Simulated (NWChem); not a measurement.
## Dipole moment of ethanethiol (C2H6S)

```
C
H 1 1.1012
H 1 1.1016 2 106.67
C 1 1.5243 2 111.42 3 -121.08
H 4 1.1008 1 111.12 2 179.25
H 4 1.1022 5 107.73 1 -122.12
H 4 1.1035 5 108.36 6 -116.20
S 1 1.8391 2 108.96 3 111.51
H 8 1.3539 1 96.67 2 60.81
```
Charge 0, spin multiplicity 1.

Program: NWChem. Structure: optimised with B3LYP/def2-SVP, a minimum by its harmonic frequencies. It is one conformer; others weren't searched.

Basis set: 6-31G*. The CCSD dipole comes from the Λ equations, without orbital relaxation.

| method | dipole moment (D) | difference from CCSD |
|---|---|---|
| LDA (SVWN5) | 1.89 | +0.12 |
| HF | 1.86 | +0.08 |
| PBE | 1.84 | +0.06 |
| B3LYP | 1.80 | +0.02 |
| CCSD | 1.78 | 0.00 |

The values span 0.12 D, from CCSD (lowest) to LDA (SVWN5) (highest). 

The correlated methods keep 7 core orbitals frozen. B3LYP has NWChem's definition, with VWN1-RPA local correlation. The Pople sets run with spherical d functions. Differences from the coupled-cluster row are differences between methods, not errors against experiment.
